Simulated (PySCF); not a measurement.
`InChI=1S/C4H8S/c1-3-4(2)5-3/h3-4H,1-2H3/t3-,4-/m0/s1`

Geometry:
```tsv
atom	x (Å)	y (Å)	z (Å)
C1	1.544	1.130	-0.033
C2	0.749	-0.141	0.013
S3	0.361	-0.982	-1.546
C4	-0.690	-0.151	-0.323
C5	-1.662	-0.973	0.469
H6	1.419	1.688	0.901
H7	1.216	1.758	-0.863
H8	2.608	0.924	-0.163
H9	1.038	-0.838	0.797
H10	-1.079	0.796	-0.690
H11	-1.211	-1.922	0.763
H12	-2.560	-1.190	-0.113
H13	-1.966	-0.434	1.372
```

Method: PySCF, quadratic response CAM-B3LYP/def2-TZVPD first hyperpolarisability, Taylor convention, gas phase. Geometry: PBE0-D3(BJ)/def2-TZVP.

**Question.** Give the tensor of the static β(0;0,0) in the axes of these coordinates.

**Answer.** In au, Taylor convention; rows are the first index (the induced dipole):
|  | xx | yy | zz | xy | xz | yz |
| --- | --- | --- | --- | --- | --- | --- |
| x | -13.2 | -8.1 | -13.7 | +9.6 | +20.2 | +5.2 |
| y | +9.6 | +91.1 | -12.4 | -8.1 | +5.2 | +31.6 |
| z | +20.2 | +31.6 | +95.2 | +5.2 | -13.7 | -12.4 |

Norm of βᵢ = ⅓ Σⱼ (βᵢⱼⱼ + βⱼᵢⱼ + βⱼⱼᵢ): 175.0 au, hyper-Rayleigh value 67.5 au.
